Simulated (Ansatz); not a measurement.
Cost and result for the atomization energy of OS2, SMILES `O=S=S` (3 atoms, 2 bonds).

```xyz
3

O    -0.602    0.619    1.073
S     0.440   -0.112    0.372
S     0.162   -0.507   -1.445
```

Total charge 0; spin multiplicity 1. Geometry: relaxed with PBE0-D4/def2-TZVP. Program: Ansatz. All runs use 4 threads of an Intel Xeon Platinum 8488C on a shared host. Times are those of one run each, without the atoms' runs, and a repeat can differ threefold. Electronic energies, without spin–orbit coupling; frozen cores. CCSD(T)/CBS extrapolates def2-TZVPP and def2-QZVPP, and its time is that of the two runs behind it. T1 = 0.022; the RHF reference is unstable towards UHF. HSE06 is the plane-wave form, built on full-range PBE exchange.

CCSD(T)/CBS is a level of theory with its own doubt, some kJ/mol a heavy atom from the limit and from the frozen cores, so smaller differences don't rank the functionals.

```
                             level  functions  wall time
                BLYP-D4/def2-TZVPP        115      0.4 s
   PBE-D4/def2-TZVPP (with forces)        115     0.55 s
                PBE0-D4/def2-TZVPP        115      0.6 s
                  CCSD(T)/def2-SVP         50      0.6 s
                RPA@PBE/def2-TZVPP        115     0.75 s
               HSE06-D4/def2-TZVPP        115      0.9 s
r2SCAN-D4/def2-TZVPP (with forces)        115        1 s
             r2SCANh-D4/def2-TZVPP        115      1.3 s
  ωB97M-V/def2-TZVPP (with forces)        115      3.2 s
                CCSD(T)/def2-TZVPP        115      3.8 s
                 B2PLYP/def2-TZVPP        115      6.5 s
                CCSD(T)/def2-QZVPP        197       12 s
                 CCSD(T)/CBS(def2)          –       15 s
```

Question: What atomization energy does each give, and how far from CCSD(T)/CBS? (An estimate is asked.)

Answer: The calculation gave: 
```tsv
level	atomization (kcal/mol)	difference from CCSD(T)/CBS	per bond
BLYP-D4/def2-TZVPP	215.2	9.5	4.7
PBE-D4/def2-TZVPP (with forces)	228.3	22.6	11.3
PBE0-D4/def2-TZVPP	204.4	-1.3	-0.6
CCSD(T)/def2-SVP	154.8	-50.9	-25.4
RPA@PBE/def2-TZVPP	177.4	-28.3	-14.2
HSE06-D4/def2-TZVPP	205.1	-0.6	-0.3
r2SCAN-D4/def2-TZVPP (with forces)	211.9	6.2	3.1
r2SCANh-D4/def2-TZVPP	203.7	-2.0	-1.0
ωB97M-V/def2-TZVPP (with forces)	205.0	-0.7	-0.3
CCSD(T)/def2-TZVPP	189.3	-16.4	-8.2
B2PLYP/def2-TZVPP	200.7	-5.0	-2.5
CCSD(T)/def2-QZVPP	199.5	-6.2	-3.1
CCSD(T)/CBS(def2)	205.7	0.0	0.0
```

At CCSD(T), def2-SVP lies −50.9 kcal/mol from the extrapolated value and def2-TZVPP −16.3 kcal/mol: correlation converges slowly with the basis, and small sets miss more of it in the bonded molecule than in its fragments. In def2-TZVPP, CCSD(T) changes the Hartree–Fock value by +118.6 kcal/mol (the triples alone add +15.1 kcal/mol) and MP2 by +138.2 kcal/mol; breaking electron pairs costs correlation energy, which Hartree–Fock lacks. From PBE to PBE0 (25 % exact exchange), in def2-TZVPP and without D4, the atomization energy moves by −23.6 kcal/mol: exact exchange takes away binding that semilocal exchange gives to molecules.
